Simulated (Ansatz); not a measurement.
**AlNH2+ (quartet): from Hartree-Fock to the top rungs, def2-TZVPP**

One table from this session's results is given with a row withheld; the runs are named, their logs left out.

Computed with Ansatz 0.2.0, Gaussian basis. Level: def2-TZVPP, core rule «outside noble gas», up to 6 orbitals frozen.

The runs, in order: UHF; ROHF; CCSD(T) on UHF.

2 further runs of the same task are left out: 2 set aside as unsound or not needed.

## The system

The geometry is a PBE0/def2-TZVP stationary point (not a proven minimum) of the parent state, kept for this charge and spin.

4 atoms, charge 1, spin multiplicity 4.

Atoms are counted from 1 here; the program's logs count them from 0.

Bond lengths: Al1–N2 1.882 Å, Al1–H3 1.583 Å, Al1–H4 1.583 Å. Angles: N2–Al1–H3 118.0°, N2–Al1–H4 118.0°, H3–Al1–H4 123.9°.

Set-up of the first run:

The input, in.yaml:

```yaml
crystal:
  periodic: [false, false, false]
  atoms:
    - {symbol: Al, position_ang: [0.000000, 0.000000, 0.578264]}
    - {symbol: N, position_ang: [0.000000, 0.000000, -1.304184]}
    - {symbol: H, position_ang: [0.000000, 1.396938, 1.321934]}
    - {symbol: H, position_ang: [0.000000, -1.396938, 1.321934]}
basis:
  gaussian: {orbitals: def2-TZVPP}
total_charge: 1
magnetization: {spin_polarized: true, initial_magnetization: 3}
hamiltonian: {xc: hf}
output: {orbitals: {seedname: orbitals}}
```

The run is started by

```sh
ansatz run in.yaml --threads 1 --pin off --events-out ev --progress --plain --max-ram 4096MiB --backend cpu
```

Steps of the session up to this table: UHF; ROHF; CCSD(T) on UHF.

One of the session's tables, all rows but one given; the rest of the session is left out.

```
  method  from UCCSD(T) (meV)
    ROHF              +5519.3
     UHF              +5416.9
    UMP2              +1059.5
   UCCSD                    ?
UCCSD(T)                    0
```

**Question.** Estimate the row for UCCSD.

The run gave: from UCCSD(T) (meV): +122.4. In the column «from UCCSD(T) (meV)» it lies between UCCSD(T) (0) and UMP2 (+1059.5).
